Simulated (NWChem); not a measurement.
hydrogen cyanide (CHN); SMILES N#C

```xyz
3

C      0.0000     0.0000    -0.4915
N      0.0000     0.0000     0.6622
H      0.0000     0.0000    -1.5711
```
Atoms are numbered in this order, from 1.

The geometry was optimised at PBE0/def2-SVP. B3LYP is NWChem's, with the RPA form of VWN correlation.

Question: Give the principal values of the shielding tensors (ppm) of C1, N2 from B3LYP/pcSseg-2, GIAO (NWChem), with their diamagnetic and paramagnetic parts as GIAO splits them.

Answer: 
| atom | σ11 | σ22 | σ33 | isotropic | diamagnetic | paramagnetic |
|---|---|---|---|---|---|---|
| C1 | -37.4 | -37.4 | 278.6 | 67.9 | 264.6 | -196.6 |
| N2 | -248.1 | -248.1 | 340.2 | -52.0 | 326.8 | -378.8 |
